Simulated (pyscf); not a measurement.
H₃C–C(F)(F)–F + F–C:–F [singlet] -> H₃C–C(F)(F)–C(F)(F)–F, an insertion (singlet surface; C–F broken, C–C, C–F formed). Optimised with ωB97X-D3(BJ)/def2-SVP in PySCF. Energies in kcal/mol from the separated reactants.

Small-basis levels: PySCF, no dispersion term, spherical d functions. AM1 to PM7: differences of heats of formation from MOPAC. Cost: rough CPU time at the saddle relative to B3LYP/6-31G*, from one job on a shared machine.

| level | barrier | reaction energy | cost |
|---|---|---|---|
| HF/STO-3G | 79.1 | -51.3 | 0.04 |
| HF/3-21G | 67.6 | -53.8 | 0.07 |
| SVWN5/6-31G* | 32.3 | -75.2 | 1 |
| PBE/6-31G* | 42.7 | -60.6 | 2 |
| B3LYP/STO-3G | 32.1 | -43.8 | 0.5 |
| B3LYP/def2-SVP | 56.3 | -58.1 | 1 |
| PM7 | [?] | -26.3 | under 0.02 |
| ωB97M-D3(BJ)/def2-TZVP | [?] | -53.5 | – |

Question: Complete the blanks.

Answer: 
- PM7, barrier: 65.9
- ωB97M-D3(BJ)/def2-TZVP, barrier: 59.0

Against the last row the barrier runs from -26.8 (B3LYP/STO-3G) to +20.2 kcal/mol (HF/STO-3G). ωB97M-D3(BJ)/def2-TZVP has limits of its own. From the product side, H₃C–C•(F)–F + F–C•(F)–F lies, by one bond made or cut, 14.2 kcal/mol under this saddle at ωB97M-D3(BJ). This is the saddle that the search found; another between the same sides may lie lower.
